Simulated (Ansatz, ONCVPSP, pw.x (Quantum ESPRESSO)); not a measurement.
**Equation-of-state test of one ONCV potential (tantalum)**

Ta, optimised norm-conserving Vanderbilt (ONCV), made with ONCVPSP 4.0.1 (PBEsol, scalar-relativistic). Core [Kr] 4d10 4f14, reference 5s2 5p6 5d3 6s1 (charge +1). Waves: 5s+6s: rc 1.80 bohr, ncon 4, nbas 7, qcut 7.9 1/bohr, 2 projectors; 5p: rc 1.35 bohr, ncon 3, nbas 6, qcut 6.7 1/bohr, 2 projectors, debl 3.5 Ha; 5d: rc 1.95 bohr, ncon 3, nbas 7, qcut 4.9 1/bohr, 1 projector. Local part: polynomial inside 1.10 bohr (lpopt 5, dvloc0 1 Ha). Core correction: Teter function fitted to the true core (icmod 2), fcfact 0.4.

Atomic tests: cutoffs needed: 23 Ha and 64 Ha (the cutoffs (Ha) at which the residual kinetic energy of the hardest occupied pseudo-wave falls to 1 and 0.1 mHa per electron); ghost test: no bound ghost flagged; GHOST(+) flagged for s at 79.1 eV, p at 291.1 eV; largest excitation error: -8.8 meV (all-electron minus pseudo) for 5s2 5p6 5d2 6s0, out of 4 test configurations.

Crystal test: diamond Ta in pw.x 7.5, no spin, 8³ k-points, Fermi–Dirac smearing 0.01 Ry, cutoffs 150/600 Ry. The reference is all-electron LAPW (Ansatz 0.2.0) with the same functional, mesh and smearing; V0 and B0 come from Birch–Murnaghan fits to the pressures at five volumes. Errors are pseudo minus all-electron; Δ is the rms difference of the E(V) curves that follow from these fits, minima aligned, over ±6 % about the mean V0. Mesh and smearing are coarse, so the numbers serve the comparison and aren't converged zero-temperature values; the lattice is a test structure that the element need not adopt.

All-electron: a0 = 6.006 Å (V0 = 27.08 Å³/atom), B0 = 74.4 GPa.

Problem. How far does the potential miss the all-electron equation of state?

Solution. mean pressure error (GPa): -1.53; a0 (Å): 5.963; a0 error (%): -0.71; B0 error (%): -1.8; Δ (meV/atom): 9.3. This is a poor potential for the solid.

```
V (Å³/atom)  P all-electron (GPa)  P pseudo (GPa)
     25.755                  4.05            2.19
     26.432                  1.87            0.20
     27.110                 -0.09           -1.59
     27.788                 -1.84           -3.21
     28.465                 -3.42           -4.67
```

Problem. At the middle volume, how do free energy and pressure move when the wave cutoff is lowered (ecutrho kept at four times it)?

Solution.

```
cutoff (Ry)  shift of F (meV/atom)  shift of P (GPa)
         68                  +78.5             -0.77
         90                  +48.4             -0.10
        120                  +14.7             -0.63
```

The run at the middle volume (29 k-points, 8 iterations) took about 78 s on one core of a shared host (Intel(R) Xeon(R) Platinum 8375C CPU @ 2.90GHz, 128 threads, 992 GiB, load 54).
